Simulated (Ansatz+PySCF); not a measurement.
Values are calculated unless marked as measured or tabulated.
# Several solutions for singlet O₂

| atom | x (Å) | y (Å) | z (Å) |
| --- | --- | --- | --- |
| O | 0.0000 | 0.0000 | -0.5941 |
| O | 0.0000 | 0.0000 | 0.5941 |

Basis set: STO-3G (spherical functions). Charge 0, multiplicity 1.

UHF was run from several starts with Ansatz (development build ahead of 0.2.0) and PySCF 2.14.0.

```csv
run,program,start,converged,energy (hartree),<S²>
A,PySCF,"guess atom, instabilities followed",yes,-147.60896,1.00
B,PySCF,"guess huckel, instabilities followed",yes,-147.60896,1.00
C,PySCF,program defaults,yes,-147.60312,1.00
D,Ansatz,search for the lowest state,yes,-147.60896,1.00
E,Ansatz,stability test followed,yes,-147.60896,1.00
F,PySCF,"guess 1e, instabilities followed",yes,-147.60312,1.00
G,PySCF,"guess minao, instabilities followed",yes,-147.60896,1.00
H,Ansatz,"atomic start, no search",yes,-147.54882,0.00
```

Which runs reached the lowest solution of this kind, and what is wrong with the others?

A, B, D, E, G reached the lowest solution found. Converged but too high: C by 0.16 eV, F by 0.16 eV, H by 1.64 eV. Convergence only shows a stationary point, and even a stable one can lie too high; stability tests and further starts are what find lower ones. Caution: another spin multiplicity may lie lower. Caution: the unrestricted determinant is a mixture of spin states. Caution: the determinant breaks the point group.
